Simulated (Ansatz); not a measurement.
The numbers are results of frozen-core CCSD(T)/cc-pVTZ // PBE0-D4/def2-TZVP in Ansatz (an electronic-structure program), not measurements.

Ansatz 0.2 input:
```yaml
crystal:
  periodic: [false, false, false]
  atoms:
    - { symbol: S, position_ang: [0.672825, -0.000003, -0.000002] }
    - { symbol: H, position_ang: [-0.672825, 0.000003, 0.000002] }
basis:
  gaussian: { orbitals: cc-pVTZ }
correlation:
  method: ccsd_t
magnetization:
  spin_polarized: true
  initial_magnetization: 1
```

Output:

```
Functional definition: HF
269 factors; integrals over basis functions are off by at most 1.4e-3 eV
mean field evaluation 1: about -10832.5790 eV, gradient 6.6e0 eV
mean field evaluation 2: about -10832.5801 eV, gradient 6.6e0 eV
mean field evaluation 4: about -10832.9801 eV, gradient 8.2e-1 eV
mean field evaluation 8: about -10832.9883 eV, gradient 1.3e-3 eV
mean field evaluation 16: about -10832.0979 eV, gradient 9.2e0 eV
mean field evaluation 32: about -10832.9880 eV, gradient 1.3e-1 eV
mean field -10832.98829784 eV, -398.1049770825 hartree, gradient 8.6e-6 eV, S^2 0.763120; 2 other end points of the search recorded, 0 dependent functions left out
5 core orbitals not correlated
reference -10832.98829784 eV, -398.1049770825 hartree; 4, 3 occupied and 39, 40 virtual orbitals, 269 factors
second order -4.11799892 eV of doubles, -0.00000000 eV of singles
cycle   1  -4.61692600 eV  change   -5.0e-1 eV  update   4.7e-2
cycle   2  -4.77987593 eV  change   -1.6e-1 eV  update   1.6e-2
cycle   3  -4.78931587 eV  change   -9.4e-3 eV  update   4.1e-3
cycle   4  -4.78940168 eV  change   -8.6e-5 eV  update   1.1e-3
cycle   5  -4.78910693 eV  change    2.9e-4 eV  update   4.0e-4
cycle   6  -4.78919562 eV  change   -8.9e-5 eV  update   1.2e-4
cycle   7  -4.78921488 eV  change   -1.9e-5 eV  update   3.5e-5
cycle   8  -4.78921127 eV  change    3.6e-6 eV  update   1.1e-5
cycle   9  -4.78920985 eV  change    1.4e-6 eV  update   2.9e-6
perturbative correction -0.16607864 eV, -0.0061032774 hartree
Total energy: -10837.94358633 eV, -398.2870805755 hartree
```

Cost: around 1.9 core-seconds (rough).
